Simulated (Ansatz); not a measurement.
# [GeF3]-: one molecule under many settings

Aim: run [GeF3]- under a spread of inputs, and see what each costs and gives.

The runs use Ansatz 0.2.0, Gaussian basis; the settings change from run to run.

### Step 1. The relaxed structure

The structure was relaxed beforehand with r2SCAN-D4 in a triple-zeta def2 set.

4 atoms, charge -1, spin multiplicity 1.

Atoms are counted from 1 here; the program's logs count them from 0.

Bond lengths: Ge1–F2 1.816 Å, Ge1–F3 1.816 Å, Ge1–F4 1.816 Å. Angles: F2–Ge1–F3 94.9°, F2–Ge1–F4 94.9°, F3–Ge1–F4 94.9°.

Coordinates:

```xyz
4
F3Ge
Ge   -0.0055    0.0052    0.7155
F     1.5469   -0.0312   -0.2263
F    -0.7451    1.3510   -0.2542
F    -0.7963   -1.3251   -0.2350
```

### Step 2. PBE-QIDH/def2-SVP

Options: multiplicity 3.

Input file in.yaml:

```yaml
crystal:
  periodic: [false, false, false]
  atoms:
    - {symbol: Ge, position_ang: [-0.005527, 0.005246, 0.715497]}
    - {symbol: F, position_ang: [1.546912, -0.031211, -0.226335]}
    - {symbol: F, position_ang: [-0.745096, 1.351045, -0.254197]}
    - {symbol: F, position_ang: [-0.796280, -1.325080, -0.234964]}
basis:
  gaussian: {orbitals: def2-SVP}
total_charge: -1
magnetization: {spin_polarized: true, initial_magnetization: 2}
hamiltonian: {xc: {name: PBE-QIDH}}
scf: {omitted_lower_state_checks: [starts]}
```

On the command line:

```console
$ ansatz run in.yaml --threads 4 --pin off --events-out ev --progress --plain --max-ram 3916MiB
```

The log of the run:

```text
Functional definition: PBE-QIDH
  name "PBE-QIDH"
  cite "Brémond, Sancho-García, Pérez-Jiménez & Adamo, J. Chem. Phys. 141, 031101 (2014) doi:10.1063/1.4890314"
  cite "Perdew, Burke & Ernzerhof, Phys. Rev. Lett. 77, 3865 (1996) doi:10.1103/PhysRevLett.77.3865"
  parameter a = 3^(-1/3)
  parameter c = 1/3
  exchange = (1 - a)*pbe_x + a*exact_x
  correlation = (1 - c)*pbe_c + c*(mp2_os + mp2_ss)
these checks for a lower state are left out or cut short: starts
697 factors; integrals over basis functions are off by at most 3.6e-4 eV
mean field evaluation 1: about -64618.9018 eV, gradient 1.3e1 eV
mean field evaluation 2: about -64618.9406 eV, gradient 1.3e1 eV
mean field evaluation 4: about -64619.9989 eV, gradient 2.5e0 eV
mean field evaluation 8: about -64620.0510 eV, gradient 4.4e-1 eV
mean field evaluation 16: about -64620.0538 eV, gradient 7.6e-4 eV
mean field -64620.05376610 eV, -2374.7431748586 hartree, gradient 8.8e-9 eV, S^2 2.005837; 0 other end points of the search recorded, 0 dependent functions left out
12 core orbitals not correlated: weight in the atoms' cores, before any rotation towards them, 1.000 or more for the frozen orbitals, at most 0.000 for the correlated occupied ones
reference -64620.05377567 eV, -2374.7431752102 hartree; 19, 17 occupied and 43, 45 virtual orbitals, 697 factors
second order -23.33113559 eV of doubles, -0.00000000 eV of singles
Total energy: -64627.83082087 eV, -2375.0289763497 hartree
Checks for a lower state left out: starts
```

Wall time 2.6 s (4 threads of Arm Neoverse V2, shared host).

⟨S²⟩ 2.006.

### Step 3. wB97M-V/def2-SVP

Options: charge 0, multiplicity 2.

in.yaml: that of step 2 with these lines changed.

```diff
@@ -9,5 +9,5 @@
   gaussian: {orbitals: def2-SVP}
-total_charge: -1
-magnetization: {spin_polarized: true, initial_magnetization: 2}
-hamiltonian: {xc: {name: PBE-QIDH}}
+magnetization: {spin_polarized: true, initial_magnetization: 1}
+hamiltonian: {xc: {name: wB97M-V}}
 scf: {omitted_lower_state_checks: [starts]}
+output: {forces: true}
```

Same command.

The log of the run, cut to the lines that bear on the results:

```text
Functional definition: wB97M-V
  name "wB97M-V"
  cite "Mardirossian & Head-Gordon, J. Chem. Phys. 144, 214110 (2016) doi:10.1063/1.4952647"
  cite "Becke, J. Chem. Phys. 107, 8554 (1997) doi:10.1063/1.475007"
  cite "Vydrov & Van Voorhis, J. Chem. Phys. 133, 244103 (2010) doi:10.1063/1.3521275"
  # Of w^i u^j: cxij and so on, Table III.
[...]
  gx(w, u) = 1 - cx + cx01*u + cx10*w
  gss(w, u) = css00 + css04*u^4 + css10*w + css20*w^2 + css43*w^4*u^3
  gos(w, u) = cos00 + cos10*w + (cos20 + cos21*u)*w^2 + (cos60 + cos61*u)*w^6
[...]
      + integral(e_c_pw_mod_opposite_spin*gos(b97_w_opposite, b97_u_opposite)) + vv10(b, c)
[...]
697 factors; integrals over basis functions are off by at most 3.6e-4 eV
148 factors; integrals over basis functions are off by at most 2.5e-6 eV
[...]
mean field -64651.19285086 eV, -2375.8875151168 hartree, gradient 7.2e-5 eV, S^2 0.755125; 0 other end points of the search recorded, 0 dependent functions left out
[...]
reference -64651.19287992 eV, -2375.8875161844 hartree; 30, 29 occupied and 44, 45 virtual orbitals, 697 factors
Total energy: -64651.19287992 eV, -2375.8875161844 hartree
Atom 0 at    -0.005527     0.005246     0.715497 Å, force     0.040417    -0.038173    -5.204228 eV/Å
Atom 1 at     1.546912    -0.031211    -0.226335 Å, force    -1.288947     0.037047     1.724785 eV/Å
Atom 2 at    -0.745096     1.351045    -0.254197 Å, force     0.603141    -1.103928     1.747659 eV/Å
Atom 3 at    -0.796280    -1.325080    -0.234964 Å, force     0.645389     1.105053     1.731784 eV/Å
Dipole moment:    -0.006562     0.006232     0.849787 e Å
Checks for a lower state left out: starts
```

Wall time 3.5 s (4 threads of Arm Neoverse V2, shared host).

Largest force 5.205 eV/Å, dipole 4.08 D, ⟨S²⟩ 0.755.

### Step 4. PBE-QIDH/ANO-RCC-VTZP

Options: multiplicity 3, coordinates scaled by 1.25, a grid of angular degree 11, relativity set to scalar, the search for lower states set to light.

Input file in.yaml:

```yaml
crystal:
  periodic: [false, false, false]
  atoms:
    - {symbol: Ge, position_ang: [-0.006908, 0.006557, 0.894371]}
    - {symbol: F, position_ang: [1.933640, -0.039014, -0.282919]}
    - {symbol: F, position_ang: [-0.931369, 1.688806, -0.317747]}
    - {symbol: F, position_ang: [-0.995350, -1.656350, -0.293705]}
basis:
  gaussian: {orbitals: ANO-RCC-VTZP, final_grid: {core_spheres: 5, valence_spheres: 4, degree: 11}}
total_charge: -1
magnetization: {spin_polarized: true, initial_magnetization: 2}
hamiltonian: {xc: {name: PBE-QIDH}, pseudopotentials: {relativity: scalar}}
scf: {lower_state_search: light}
output: {forces: true}
```

Launched as before.

The log of the run, cut to the lines that bear on the results:

```text
Functional definition: PBE-QIDH
  name "PBE-QIDH"
  cite "Brémond, Sancho-García, Pérez-Jiménez & Adamo, J. Chem. Phys. 141, 031101 (2014) doi:10.1063/1.4890314"
  cite "Perdew, Burke & Ernzerhof, Phys. Rev. Lett. 77, 3865 (1996) doi:10.1103/PhysRevLett.77.3865"
[...]
848 factors; integrals over basis functions are off by at most 8.8e-4 eV
[...]
mean field -65234.82497297 eV, -2397.3356000041 hartree, gradient 2.5e-6 eV, S^2 2.008538; 6 other end points of the search recorded, 0 dependent functions left out
12 core orbitals not correlated: weight in the atoms' cores, before any rotation towards them, 1.000 or more for the frozen orbitals, at most 0.000 for the correlated occupied ones
reference -65234.82498605 eV, -2397.3356004847 hartree; 19, 17 occupied and 102, 104 virtual orbitals, 848 factors
second order -37.46702162 eV of doubles, -0.00000000 eV of singles
[...]
Total energy: -65247.31399325 eV, -2397.7945630342 hartree
Relativity: scalar
Atom 0 at    -0.006908     0.006557     0.894371 Å, force    -2.898283     0.029381    -3.623556 eV/Å
Atom 1 at     1.933640    -0.039014    -0.282919 Å, force     0.298724    -0.005718    -0.001951 eV/Å
Atom 2 at    -0.931369     1.688806    -0.317747 Å, force     1.260308    -2.075684     1.827580 eV/Å
Atom 3 at    -0.995350    -1.656350    -0.293705 Å, force     1.339251     2.052021     1.797927 eV/Å
Dipole moment:     0.544252    -0.003224     1.000477 e Å
```

It took 12 s on 4 threads of Arm Neoverse V2, shared host.

Largest force 4.640 eV/Å, ⟨S²⟩ 2.009.

### Step 5. B2GP-PLYP/cc-pVTZ-DK

Set apart from the defaults: charge 0, multiplicity 2, atoms shaken by 0.03 Å.

Input file in.yaml:

```yaml
crystal:
  periodic: [false, false, false]
  atoms:
    - {symbol: Ge, position_ang: [0.029383, 0.032017, 0.694745]}
    - {symbol: F, position_ang: [1.524532, -0.020466, -0.225501]}
    - {symbol: F, position_ang: [-0.754062, 1.358840, -0.262606]}
    - {symbol: F, position_ang: [-0.788519, -1.302602, -0.219401]}
basis:
  gaussian: {orbitals: cc-pVTZ-DK}
magnetization: {spin_polarized: true, initial_magnetization: 1}
hamiltonian: {xc: {name: B2GP-PLYP}}
scf: {omitted_lower_state_checks: [starts]}
output: {forces: true}
```

Launched as before.

The log of the run, cut to the lines that bear on the results:

```text
Functional definition: B2GP-PLYP
  name "B2GP-PLYP"
  cite "Karton, Tarnopolsky, Lamère, Schatz & Martin, J. Phys. Chem. A 112, 12868 (2008) doi:10.1021/jp801805p"
  cite "Becke, Phys. Rev. A 38, 3098 (1988) doi:10.1103/PhysRevA.38.3098"
  cite "Lee, Yang & Parr, Phys. Rev. B 37, 785 (1988) doi:10.1103/PhysRevB.37.785"
[...]
855 factors; integrals over basis functions are off by at most 7.0e-4 eV
[...]
mean field -65242.89739062 eV, -2397.6322558812 hartree, gradient 5.2e-6 eV, S^2 0.759632; 0 other end points of the search recorded, 0 dependent functions left out
12 core orbitals not correlated: weight in the atoms' cores, before any rotation towards them, 1.000 or more for the frozen orbitals, at most 0.000 for the correlated occupied ones
reference -65242.89747794 eV, -2397.6322590900 hartree; 18, 17 occupied and 103, 104 virtual orbitals, 855 factors
second order -29.12696803 eV of doubles, -0.00000000 eV of singles
[...]
Total energy: -65253.38318643 eV, -2398.0176017695 hartree
Relativity: scalar
Atom 0 at     0.029383     0.032017     0.694745 Å, force    -1.039322    -0.093043    -4.915779 eV/Å
Atom 1 at     1.524532    -0.020466    -0.225501 Å, force    -0.442362     0.069472     1.287335 eV/Å
Atom 2 at    -0.754062     1.358840    -0.262606 Å, force     0.751674    -1.112158     1.830859 eV/Å
Atom 3 at    -0.788519    -1.302602    -0.219401 Å, force     0.730010     1.135729     1.797585 eV/Å
Dipole moment:     0.066915     0.018175     0.827616 e Å
Checks for a lower state left out: starts
```

It took 6 s on 4 threads of Arm Neoverse V2, shared host.

Largest force 5.025 eV/Å, dipole 3.99 D, ⟨S²⟩ 0.760.

### Step 6. All runs side by side

```csv
level,charge,multiplicity,geometry,functions,energy (eV),time
PBE-QIDH/def2-SVP,-1,3,relaxed,74,-64627.831,2.6 s
wB97M-V/def2-SVP,0,2,relaxed,74,-64651.193,3.5 s
PBE-QIDH/ANO-RCC-VTZP,-1,3,scaled,133,-65247.314,12 s
B2GP-PLYP/cc-pVTZ-DK,0,2,shaken,133,-65253.383,6 s
```

### Step 7. Outcome

| quantity | value |
| --- | --- |
| runs | 4 |
| quickest | PBE-QIDH/def2-SVP, 2.6 s |
| slowest | PBE-QIDH/ANO-RCC-VTZP, 12 s |

**Reading.** The runs differ in state or geometry as well as level, so their energies can't be set against each other. PBE-QIDH/ANO-RCC-VTZP took 5 times as long as PBE-QIDH/def2-SVP. The jobs differ in tasks and options as well as level.
